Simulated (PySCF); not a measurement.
# Working out the ionisation energy of S

S [Ne] 3s2 3p4 (3P) → S⁺ [Ne] 3s2 3p3 (4S). All numbers are calculated (PySCF 2.14, the non-relativistic Hamiltonian (point nucleus), in aug-cc-pwCVTZ (8s7p5d3f, 75 functions)). Frozen: [Ne]. Energies in hartree (1 hartree = 27.21139 eV):

```csv
part,S (lower),S⁺ (upper)
UHF,-397.510159,-397.170550
CCSD correlation,-0.143867,-0.111627
(T),-0.005337,-0.003828
```

**Question.** What does Hartree-Fock give?

**Answer.** (-397.170550) − (-397.510159) = 0.339609 hartree = 9.241 eV.

**Question.** What do CCSD and CCSD(T) give?

**Answer.** The CCSD correlation energies differ by 0.032240 hartree = 0.877 eV and the triples by 0.001509 hartree = 0.041 eV, so CCSD gives 10.118 eV and CCSD(T) 10.159 eV.

Measured between the centres of the two terms (NIST): 10.336 eV, so CCSD(T) (valence) is off by -0.177 eV.

What remains against the reference includes basis incompleteness, the frozen core and higher excitations.
